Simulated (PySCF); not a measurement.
LiH, SMILES [LiH].

Geometry: PBE0-D3(BJ)/def2-TZVPD.

Calculation: PySCF with PBE0-D3(BJ)/def2-TZVPD.

No scaling factor is applied to the harmonic values.

Task: List the normal modes with their intensities. (The exact figures need the calculation; the answer reports its results.)

Result: 
```json
[
 {"mode": "1", "ν (cm⁻¹)": "1416", "IR (km/mol)": "163.9", "moving atoms (share of kinetic energy)": "H 87 %, Li 13 %"}
]
```
